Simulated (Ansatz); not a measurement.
# BNHS (doublet): the correlation ladder at angle N2–B1–H4 = 121.9°, cc-pVDZ

One table from this session's results is given with a row withheld; the runs are named, their logs left out.

Program: Ansatz 0.2.0, Gaussian basis. Level of theory: cc-pVDZ, core rule «outside noble gas», up to 7 orbitals frozen. These are calculated values, not measurements.

Plan: UHF; CCSD(T) on ROHF; CCSD(T) on UHF; BCCD(T) on ROHF; CISD; CCSDT(Q) on ROHF; CCSDT(Q) on UHF; CASSCF and MRCISD+Q, 3 electrons in 3 orbitals; CASSCF and NEVPT2, 3 electrons in 3 orbitals.

12 further runs of the same task are left out: 1 for a mislabelled method, 9 that didn't finish, 2 set aside as unsound or not needed.

## The system

The geometry derives from a PBE0/def2-TZVP stationary point (not a proven minimum). One angle is set to the value named; bond lengths are kept.

4 atoms, charge 0, spin multiplicity 2.

Atoms are counted from 1 here; the program's logs count them from 0.

Bond lengths: B1–N2 1.256 Å, B1–H4 1.170 Å, N2–S3 1.585 Å. Angles: N2–B1–H4 121.9°, B1–N2–S3 180.0°.

The first run:

File in.yaml:

```yaml
crystal:
  periodic: [false, false, false]
  atoms:
    - {symbol: B, position_ang: [-0.921485, 0.000000, 1.623377]}
    - {symbol: N, position_ang: [-0.311752, 0.000000, 0.525649]}
    - {symbol: S, position_ang: [0.457978, 0.000000, -0.860127]}
    - {symbol: H, position_ang: [-0.353463, 0.000000, 2.646012]}
basis:
  gaussian: {orbitals: cc-pVDZ}
magnetization: {spin_polarized: true, initial_magnetization: 1}
hamiltonian: {xc: hf}
output: {orbitals: {seedname: orbitals}}
```

Command:

```sh
ansatz run in.yaml --threads 1 --pin off --events-out ev --progress --plain --max-ram 2393MiB
```

Steps of the session up to this table: UHF; CCSD(T) on ROHF; CCSD(T) on UHF; BCCD(T) on ROHF; CISD; CCSDT(Q) on ROHF; CCSDT(Q) on UHF; CASSCF and MRCISD+Q, 3 electrons in 3 orbitals; CASSCF and NEVPT2, 3 electrons in 3 orbitals.

One table of the session follows, with a row left open; its other results are not shown here.

It belongs to the step «Misses and costs». 

```
       method  from RCCSDT(Q) (kJ/mol)
         ROHF                  +1072.5
          UHF                  +1048.7
         RMP2                   +112.9
         UMP2                   +167.4
         CISD                   +166.6
        RCCSD                    +51.7
        UCCSD                    +54.3
     RCCSD(T)                        ?
     UCCSD(T)                    +11.0
      BCCD(T)                     +7.2
       RCCSDT                     +4.5
       UCCSDT                     +4.8
    RCCSDT(Q)                        0
    UCCSDT(Q)                     -0.8
  CASSCF pair                   +985.8
  NEVPT2 pair                   +116.1
  MRCISD pair                   +140.9
MRCISD+Q pair                    +30.2
```

Q: Estimate the row for RCCSD(T) from the others.

As computed: from RCCSDT(Q) (kJ/mol): +7.0. In the column «from RCCSDT(Q) (kJ/mol)» it lies between UCCSDT (+4.8) and BCCD(T) (+7.2).

To keep in mind: Restricted and unrestricted rows rest on different reference determinants; where their highest levels disagree by more than a few hundredths of an eV, they describe different states and don't form one ladder.
